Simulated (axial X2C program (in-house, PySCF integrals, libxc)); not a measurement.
# Low determinants of NaN⁻ at the PBE0 level, without spin–orbit coupling

Computed with an in-house relativistic program for diatomic molecules. Spin-free means the one-electron spin-free X2C Hamiltonian. Basis: Na dyall-av3z [10s9p5d2f], N dyall-av3z [7s7p3d2f] (cores contracted in-house); Gaussian nuclei, density fitting, unrestricted open shells. Masses: Na 22.990 u, N 14.003 u.

Search at 2.200 Å (vertical energies from the lowest determinant):

```json
{"ΔE (eV)": "0.00", "state": "M_S = 3/2, Λ = 0", "electrons beyond evenly filled partner blocks": "σα, π+α, π-α", "electrons in σ, π, δ, φ": "13 6 0 0"}
{"ΔE (eV)": "0.05", "state": "M_S = 1/2, Λ = 0", "electrons beyond evenly filled partner blocks": "σβ, π+α, π-α", "electrons in σ, π, δ, φ": "13 6 0 0"}
{"ΔE (eV)": "0.46", "state": "M_S = 3/2, Λ = 1", "electrons beyond evenly filled partner blocks": "2 × σα, π+α, π+β, π-α", "electrons in σ, π, δ, φ": "12 7 0 0"}
{"ΔE (eV)": "0.62", "state": "M_S = 3/2, Λ = 1", "electrons beyond evenly filled partner blocks": "2 × π+α, π-α", "electrons in σ, π, δ, φ": "12 7 0 0"}
{"ΔE (eV)": "1.46", "state": "M_S = 1/2, Λ = 0", "electrons beyond evenly filled partner blocks": "σα", "electrons in σ, π, δ, φ": "11 8 0 0"}
{"ΔE (eV)": "2.09", "state": "M_S = 3/2, Λ = 2", "electrons beyond evenly filled partner blocks": "π+α, π-α, δ+α", "electrons in σ, π, δ, φ": "12 6 1 0"}
{"ΔE (eV)": "2.11", "state": "M_S = 1/2, Λ = 2", "electrons beyond evenly filled partner blocks": "π+α, π-α, δ+β", "electrons in σ, π, δ, φ": "12 6 1 0"}
```

Lowest determinant, M_S = 3/2, Λ = 0 (beyond evenly filled blocks: σα, π+α, π-α): Re = 2.317 Å, ωe = 333.7 cm⁻¹.

The determinant in row 2 of the search, M_S = 1/2, Λ = 0 (beyond evenly filled blocks: σβ, π+α, π-α), was followed along the bond at PBE0; measured from the minimum of the lowest determinant it gives:

Te = 0.057 eV (463 cm⁻¹), Re = 2.300 Å, ωe = 353.4 cm⁻¹.

Task: Compare the bond of the determinant in row 2 with that of the lowest one.

Result: At PBE0 its Re is 0.017 Å shorter and its force constant, which goes as ωe², is 1.12 times that of the lowest determinant. This determinant mixes spin states, so it has no term energy of its own.

The search compares states at one distance, so a state with another bond length can lie lower; it is not exhaustive and yields mostly the lowest determinant of each block pattern, so other components and higher states of one pattern are missing. These are energies of single determinants, not of spin-adapted states; PBE0 term energies can be off by some tenths of an eV, and the functional has no current term. The lowest determinant need not be the ground state where others lie within half an eV. For an anion, determinants above electron detachment are held by the basis set. Row 2 is spin-contaminated (⟨S²⟩ = 1.77 against 0.75), so its values are not those of a pure state. Row 1 has a positive highest level at its minimum. Row 2 has a positive highest level at its minimum.
